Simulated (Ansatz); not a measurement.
# Counterpoise correction, worked out

The pair of HCl (SMILES Cl, atoms 1–2) and HCl (SMILES Cl, atoms 3–4), both closed shells, in one local arrangement (a lower one may exist), relaxed at PBE0-D4/def2-TZVP:

```tsv
atom	x (Å)	y (Å)	z (Å)
Cl1	0.1511	-0.1650	-2.1757
H2	-0.2730	0.0173	-0.9757
Cl3	-0.5515	0.2323	1.4770
H4	0.6735	-0.0847	1.6744
```

Program: Ansatz 0.2.0. Basis: def2-TZVPPD. Cores are frozen in the correlated methods.

MP2 total energies in eV:

| system | geometry | basis functions | energy |
| --- | --- | --- | --- |
| pair | pair | all | -25051.16764 |
| HCl | as in the pair | all (partner as ghosts) | -12525.54234 |
| HCl | as in the pair | all (partner as ghosts) | -12525.54727 |
| HCl | as in the pair | its own | -12525.53454 |
| HCl | as in the pair | its own | -12525.53658 |
| HCl | free (PBE0-D4 minimum) | its own | -12525.53711 |
| HCl | free (PBE0-D4 minimum) | its own | -12525.53710 |

Problem. Work out the interaction energy with and without the counterpoise correction, the superposition error, and the binding energy from the relaxed fragments.

Solution. Without correction: -25051.16764 − (-12525.53454) − (-12525.53658) = -0.09652 eV.
With correction (each fragment in the whole basis): -25051.16764 − (-12525.54234) − (-12525.54727) = -0.07803 eV = -1.80 kcal/mol.
The superposition error is the difference, 0.01849 eV, 19 % of the uncorrected value: each fragment borrows its partner's functions.
Deformation from the free shapes: 0.00257 eV for HCl and 0.00052 eV for HCl.
Binding energy from relaxed fragments: -0.07803 + 0.00257 + 0.00052 = -0.07494 eV = -1.73 kcal/mol (electronic, without zero-point energy; negative means bound). For comparison, the corrected interaction energy by CCSD(T) at an estimated basis limit (MP2 extrapolated from triple and quadruple zeta, plus CCSD(T) − MP2 in triple zeta) is -0.081 eV.

T1 diagnostic: at most 0.007.

For scale, one of the runs: CCSD(T)/def2-TZVPPD, 136 basis functions, launched by `ansatz run in.yaml --threads 2 --pin off --events-out ev --progress --plain --max-ram 5222MiB`. Hardware: 2 CPU threads of an Intel Xeon Platinum 8259CL, shared host. Wall time 5.5 s; peak host memory 0.67 GiB.
